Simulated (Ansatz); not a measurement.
O–B–SiH, triplet: the ladder up to UCCSDT(Q)

Geometry: that of the O–B–SiH, singlet, kept fixed.

```
atom   x (Å)    y (Å)    z (Å)
   O  0.0000   0.0231   1.9166
   B  0.0000   0.0406   0.7114
  Si  0.0000  -0.0805  -1.3157
   H  0.0000   1.4394  -1.3921
```

Basis cc-pVDZ; Ansatz 0.2.0. Only valence electrons are correlated (noble-gas cores frozen), which leaves 14 electrons in 44 orbitals. Prefix R: restricted or restricted open-shell reference; prefix U: unrestricted. Active spaces: frontier = (10e, 10o) about the gap.

Full CI isn't at hand for all of this; UCCSDT(Q) serves as the reference, and is uncertain by the last step of the cluster series or more. The frozen core follows each run's orbitals, which can shift R against U totals by a few meV.

For open shells CISD is restricted-active-space CI with the open shells as a complete middle space.

The UHF ⟨S²⟩ is 2.008, the T1 diagnostic (RCCSD) is 0.0264 and the largest doubles amplitude (RCCSD) is 0.054. The T1 diagnostic (UCCSD) is 0.0243.

```json
{"level": "RHF", "E − E(UCCSDT(Q)) (kcal/mol)": "226.11", "share of correlation (%)": "0.00", "wall time": "–"}
{"level": "UHF", "E − E(UCCSDT(Q)) (kcal/mol)": "224.85", "share of correlation (%)": "0.56", "wall time": "–"}
{"level": "RMP2", "E − E(UCCSDT(Q)) (kcal/mol)": "22.36", "share of correlation (%)": "90.11", "wall time": "–"}
{"level": "UMP2", "E − E(UCCSDT(Q)) (kcal/mol)": "22.25", "share of correlation (%)": "90.16", "wall time": "–"}
{"level": "CISD", "E − E(UCCSDT(Q)) (kcal/mol)": "30.57", "share of correlation (%)": "86.48", "wall time": "12 s"}
{"level": "RCCSD", "E − E(UCCSDT(Q)) (kcal/mol)": "9.61", "share of correlation (%)": "95.75", "wall time": "–"}
{"level": "UCCSD", "E − E(UCCSDT(Q)) (kcal/mol)": "9.58", "share of correlation (%)": "95.76", "wall time": "–"}
{"level": "RCCSD(T)", "E − E(UCCSDT(Q)) (kcal/mol)": "1.57", "share of correlation (%)": "99.31", "wall time": "3.6 s"}
{"level": "UCCSD(T)", "E − E(UCCSDT(Q)) (kcal/mol)": "1.56", "share of correlation (%)": "99.31", "wall time": "5.5 s"}
{"level": "BCCD(T)", "E − E(UCCSDT(Q)) (kcal/mol)": "1.52", "share of correlation (%)": "99.33", "wall time": "4.1 s"}
{"level": "RCCSDT", "E − E(UCCSDT(Q)) (kcal/mol)": "0.83", "share of correlation (%)": "99.63", "wall time": "–"}
{"level": "UCCSDT", "E − E(UCCSDT(Q)) (kcal/mol)": "0.82", "share of correlation (%)": "99.64", "wall time": "–"}
{"level": "RCCSDT(Q)", "E − E(UCCSDT(Q)) (kcal/mol)": "0.18", "share of correlation (%)": "99.92", "wall time": "89 s"}
{"level": "CASSCF (frontier space)", "E − E(UCCSDT(Q)) (kcal/mol)": "143.86", "share of correlation (%)": "36.37", "wall time": "–"}
{"level": "NEVPT2 (frontier space)", "E − E(UCCSDT(Q)) (kcal/mol)": "34.36", "share of correlation (%)": "84.80", "wall time": "12 s"}
```

The correlation energy at UCCSDT(Q), counted from RHF, is -9.805 eV. That run took 78 s on 1 thread of Arm Neoverse V1, shared host.

Times hold each run's SCF and search for its determinant on a shared host, so for small cases they say little of a method's own cost; they ran on 1 thread of Arm Neoverse V1.
